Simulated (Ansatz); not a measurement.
Correlation energies of S$_{2}$ (`S=S`) (triplet) by basis set

```xyz
2

S     0.888    0.001   -0.319
S    -0.888   -0.001    0.319
```

Total charge 0; spin multiplicity 3. Geometry: relaxed with PBE0-D4/def2-TZVP. Frozen core, unrestricted reference, Ansatz. CBS rows extrapolate triple and quadruple zeta.

| basis | HF (Eh) | MP2 corr. |
| --- | --- | --- |
| def2-SVP | -794.80143 | -0.23393 |
| def2-TZVPP | -795.08547 | -0.31214 |
| def2-QZVPP | -795.10877 | -0.34114 |
| cc-pV(D+d)Z | -795.06807 | -0.24052 |
| cc-pV(T+d)Z | -795.10071 | -0.31235 |
| cc-pV(Q+d)Z | -795.10810 | -0.33998 |

Estimate the CCSD correlation energy and the (T) correction in each basis where they were run (hartree).


```json
{"basis": "def2-SVP", "CCSD corr.": "-0.25636", "(T)": "-0.00978"}
{"basis": "def2-TZVPP", "CCSD corr.": "-0.34004", "(T)": "-0.01930"}
{"basis": "def2-QZVPP", "CCSD corr.": "-0.36519", "(T)": "-0.02243"}
{"basis": "CBS(def2)", "CCSD corr.": "-0.38382", "(T)": "-0.02474"}
{"basis": "cc-pV(D+d)Z", "CCSD corr.": "-0.26477", "(T)": "-0.01044"}
{"basis": "cc-pV(T+d)Z", "CCSD corr.": "-0.34026", "(T)": "-0.01938"}
{"basis": "cc-pV(Q+d)Z", "CCSD corr.": "-0.36425", "(T)": "-0.02233"}
{"basis": "CBS(cc)", "CCSD corr.": "-0.38132", "(T)": "-0.02443"}
```
